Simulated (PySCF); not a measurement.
# Working out the ionisation energy of F

F [He] 2s2 2p5 (2P) → F⁺ [He] 2s2 2p4 (3P). All numbers are calculated (PySCF 2.14, the spin-free X2C one-electron Hamiltonian (Gaussian nucleus), in x2c-QZVPPall (7s4p3d2f1g, 57 functions)). Frozen: 1s2. Energies in hartree (1 hartree = 27.21139 eV):

```json
{"part": "UHF", "F (lower)": "-99.503092", "F⁺ (upper)": "-98.928456"}
{"part": "CCSD correlation", "F (lower)": "-0.230820", "F⁺ (upper)": "-0.172190"}
{"part": "(T)", "F (lower)": "-0.004648", "F⁺ (upper)": "-0.002500"}
```

Problem. What does Hartree-Fock give?

Solution. (-98.928456) − (-99.503092) = 0.574636 hartree = 15.637 eV.

Problem. What do CCSD and CCSD(T) give?

Solution. The CCSD correlation energies differ by 0.058630 hartree = 1.595 eV and the triples by 0.002148 hartree = 0.058 eV, so CCSD gives 17.232 eV and CCSD(T) 17.290 eV.

Measured between the centres of the two terms (NIST): 17.427 eV, so CCSD(T) (valence) is off by -0.137 eV.

What remains against the reference includes basis incompleteness, the frozen core and higher excitations.
